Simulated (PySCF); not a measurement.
# Vibration and rotation of SiS⁺

UHF-CCSD(T) constants of SiS⁺, ²Π (doublet), unpaired electrons π ↑ (PySCF, spin-free X2C with a Gaussian nucleus, basis sets Si x2c-SVPall, S x2c-SVPall; masses 27.9769 and 31.9721 u):

* ωe: 589.1 cm⁻¹
* ωexe: 2.58 cm⁻¹
* Be: 0.25845 cm⁻¹
* αe: 0.00147 cm⁻¹
* D (centrifugal): 1.99e-07 cm⁻¹
* De to Si⁺ + S: 3.52 eV

(1) Give the vibrational terms G(v) and spacings up to v = 6.

(2) How well does the Morse estimate ωe²/(4ωexe) reproduce De, and what is D0?

Correlated steps freeze 10 core orbitals. Correlated levels converge slowly with the basis: in double zeta they bind strong bonds too weakly, by up to about 1 eV, and carry superposition errors of some tenths. For an ion De counts to the pair picked by the measured ionisation energies or electron affinities, which need not be the lowest pair at this level. The state is the lowest determinant that a PBE0 search found; another state may lie lower at other levels.

Answers

(1) G(v) = ωe(v+½) − ωexe(v+½)².

```json
{"v": "0", "G(v) (cm⁻¹)": "293.9", "G(v) − G(v−1)": "", "Bv (cm⁻¹)": "0.2577"}
{"v": "1", "G(v) (cm⁻¹)": "877.8", "G(v) − G(v−1)": "583.9", "Bv (cm⁻¹)": "0.2562"}
{"v": "2", "G(v) (cm⁻¹)": "1456.6", "G(v) − G(v−1)": "578.8", "Bv (cm⁻¹)": "0.2548"}
{"v": "3", "G(v) (cm⁻¹)": "2030.2", "G(v) − G(v−1)": "573.6", "Bv (cm⁻¹)": "0.2533"}
{"v": "4", "G(v) (cm⁻¹)": "2598.7", "G(v) − G(v−1)": "568.5", "Bv (cm⁻¹)": "0.2518"}
{"v": "5", "G(v) (cm⁻¹)": "3162.0", "G(v) − G(v−1)": "563.3", "Bv (cm⁻¹)": "0.2504"}
{"v": "6", "G(v) (cm⁻¹)": "3720.1", "G(v) − G(v−1)": "558.1", "Bv (cm⁻¹)": "0.2489"}
```

(2) It gives 4.17 eV, 118 % of the computed De. D0 = De − G(0) = 3.52 − 0.04 = 3.48 eV.
